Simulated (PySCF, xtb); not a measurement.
AlCl3, SMILES [Al]([Cl])([Cl])[Cl] (connectivity only; charge and spin as stated), charge +1, multiplicity 2.

Harmonic wavenumbers (cm⁻¹) from GFN2-xTB in xtb at its own minimum, in rising order: 59, 60, 223, 371, 553, 555.

Q: What does PySCF with PBE-D3(BJ)/def2-SVP give at its own minimum? (An estimate is asked for; the answer gives what the named calculation found.)

A: 59, 59, 149, 355, 529, 529. Paired by order, the mean absolute difference is 23 cm⁻¹ and the zero-point energies are 2.6 and 2.4 kcal/mol.
